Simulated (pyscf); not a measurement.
O=Sn: (SMILES [O]=[Sn]) [singlet] + H₂ (SMILES [H][H]) -> HO–SnH: (SMILES [OH][SnH]) [singlet], an addition across a multiple bond or ene-type step (singlet surface; H–H broken, H–Sn, H–O formed). PySCF, gas phase, ωB97X-D3(BJ)/def2-SVP geometries. Energies in eV from the separated reactants.

Small-basis levels: PySCF, no dispersion term, spherical d functions. AM1 to PM7: differences of heats of formation from MOPAC, which are fitted to 298 K values and so differ in kind from electronic energies by zero-point and thermal terms. Cost: rough CPU time at the saddle relative to B3LYP/6-31G*+LANL2DZ, from one job on a shared machine.

```
level                    barrier  reaction energy        cost
-----------------------  -------  ---------------  ----------
HF/6-31G*+LANL2DZ            [?]            -1.71         0.1
MP2/6-31G*+LANL2DZ          2.04            -0.10         0.2
SVWN5/6-31G*+LANL2DZ        0.88            -1.09         0.7
B3LYP/LANL2DZ               1.47            -0.90         0.7
B3LYP/6-311+G**+LANL2DZ     1.26            -1.04           1
PM3                          [?]            -0.54  under 0.02
PM7                         1.62            -0.24  under 0.02
ωB97M-D3(BJ)/def2-TZVP       [?]            -1.25           –
```

Problem. Some entries are withheld; supply them.

Solution. 
- HF/6-31G*+LANL2DZ, barrier: 1.61
- PM3, barrier: 2.24
- ωB97M-D3(BJ)/def2-TZVP, barrier: 1.07

Against the last row the barrier runs from -0.19 (SVWN5/6-31G*+LANL2DZ) to +1.17 eV (PM3). ωB97M-D3(BJ)/def2-TZVP has limits of its own. At the saddle there is also a short H–Sn contact that neither side keeps. One saddle was located; it need not be the lowest between these sides. In the def2 sets elements past Kr carry core potentials, without spin-orbit coupling.
